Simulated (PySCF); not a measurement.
## Basis-set dependence of Na₂ at CCSD(T)

PySCF, RHF reference; singlet, unpaired electrons none; De to Na + Na without counterpoise correction. Frozen cores follow the default of each basis and core potential.

```
        basis     relativity  functions  Re (Å)  ωe (cm⁻¹)  De (eV)  frozen orbitals
   x2c-SVPall  spin-free X2C         30   3.215        150     0.69                2
   6-31G(d,p)  no relativity         36   3.153        160     0.68                2
jorge-DZP-DKH  spin-free X2C         48   3.139        152     0.74                2
   def2-TZVPP  no relativity         64   3.105        161     0.73                2
```

**Question.** How does each smaller set differ from the one with most functions, def2-TZVPP?

**Answer.** x2c-SVPall: +11.0 pm, -6.8 % in ωe, -0.04 eV in De; 6-31G(d,p): +4.8 pm, -0.6 % in ωe, -0.05 eV in De; jorge-DZP-DKH: +3.4 pm, -5.6 % in ωe, +0.01 eV in De. All at CCSD(T); the set with most functions is neither the basis-set limit nor always the best. The rows treat relativity differently, so the differences are not basis effects alone.

Correlated steps freeze 2 core orbitals. Correlated levels converge slowly with the basis: in double zeta they bind strong bonds too weakly, by up to about 1 eV, and carry superposition errors of some tenths. Where the molecule has an RHF reference, its open-shell atoms are computed with UHF.
